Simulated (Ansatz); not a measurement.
Consider the interaction energy of a dimer with the counterpoise correction of BH3, SMILES B (Ansatz 0.2.0 through its Python package).

`dimer_bh3.py`
```python
"""Binding of a BH3 dimer at a trial geometry."""

import ansatz as az

FIRST = [
    ("B", (0.0253, -0.0356, 0.0159)),
    ("H", (0.9341, 0.4238, 0.5486)),
    ("H", (-0.3076, -1.1421, 0.0371)),
    ("H", (-0.6519, 0.754, -0.6015)),
]
SECOND = [
    ("B", (-3.7689, -0.7905, -0.8605)),
    ("H", (-4.5015, -0.1775, -0.2215)),
    ("H", (-2.7098, -1.1421, -0.5601)),
    ("H", (-4.1916, -1.1111, -1.9476)),
]

def energy(atoms, ghosts=()):
    molecule = az.Crystal.molecule()
    for symbol, xyz in atoms:
        molecule = molecule.atom(symbol, xyz)
    calc = (
        molecule.calculation()
        .basis(gaussian="def2-SVPD")
        .correlation("mp2", electrons="valence")
        .accuracy("high")
    )
    deck = calc.input()
    if ghosts:
        deck = deck.set(az.key.basis.gaussian.ghost_atoms, [{"symbol": s, "position_ang": list(xyz)} for s, xyz in ghosts])
    return az.Session.from_dict(deck).plan().execute().report["free_energy_ev"]

# ghost atoms carry the functions of the partner
both = energy(FIRST + SECOND)
alone = energy(FIRST) + energy(SECOND)
ghosted = energy(FIRST, SECOND) + energy(SECOND, FIRST)
print(f"dimer {both:.6f} eV")
print(f"interaction, uncorrected   {23.060548 * (both - alone):8.3f} kcal/mol")
print(f"interaction, counterpoise  {23.060548 * (both - ghosted):8.3f} kcal/mol")
print(f"basis-set superposition    {23.060548 * (alone - ghosted):8.3f} kcal/mol")
```

How large is the interaction at this pose, and how much of it is basis-set superposition?

Uncorrected it is -0.293 kcal/mol, with the counterpoise correction 0.280 kcal/mol; the difference, 0.57 kcal/mol, is the superposition error. The sign changes with the correction, so this basis doesn't settle it.

The run itself:

Running `python dimer_bh3.py` prints:
```text
dimer -1440.247348 eV
interaction, uncorrected     -0.293 kcal/mol
interaction, counterpoise     0.280 kcal/mol
basis-set superposition       0.573 kcal/mol
```

What to keep in mind:
- The settings weren't tested for convergence.
- The dimer is a generated trial pose of unrelaxed monomers, not a minimum, so the figure is no binding energy, and the basis set is small.
- The whole script took 5 s on 1 thread of Arm Neoverse V2 (shared host), peak memory 0.24 GiB.

(Lines on the test bed's own set-up are left out of the output.)
